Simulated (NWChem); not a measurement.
**Dipole moment of hydrogen peroxide (H2O2)**

```
O
H 1 0.9670
O 1 1.4185 2 101.03
H 3 0.9670 1 101.03 2 117.50
```
Charge 0, spin multiplicity 1.

Program: NWChem. The geometry was optimised at PBE0/def2-SVP, a minimum by its harmonic frequencies. It is one conformer; others weren't searched.

Basis set: 6-31G*. The CCSD dipole comes from the Λ equations, without orbital relaxation.

The correlated methods keep 2 core orbitals frozen. B3LYP has NWChem's definition, with VWN1-RPA local correlation. The Pople sets run with spherical d functions. Coupled-cluster values serve here as a point of comparison, not as the truth.

```json
[
 {"method": "PBE0", "dipole moment (D)": "…"},
 {"method": "CCSD", "dipole moment (D)": "…"},
 {"method": "B3LYP", "dipole moment (D)": "…"},
 {"method": "PBE", "dipole moment (D)": "1.76"},
 {"method": "HF", "dipole moment (D)": "…"}
]
```

### Question
Complete the blanks.

### Answer

- PBE0, dipole moment (D): 1.83
- CCSD, dipole moment (D): 1.87
- B3LYP, dipole moment (D): 1.80
- HF, dipole moment (D): 1.93
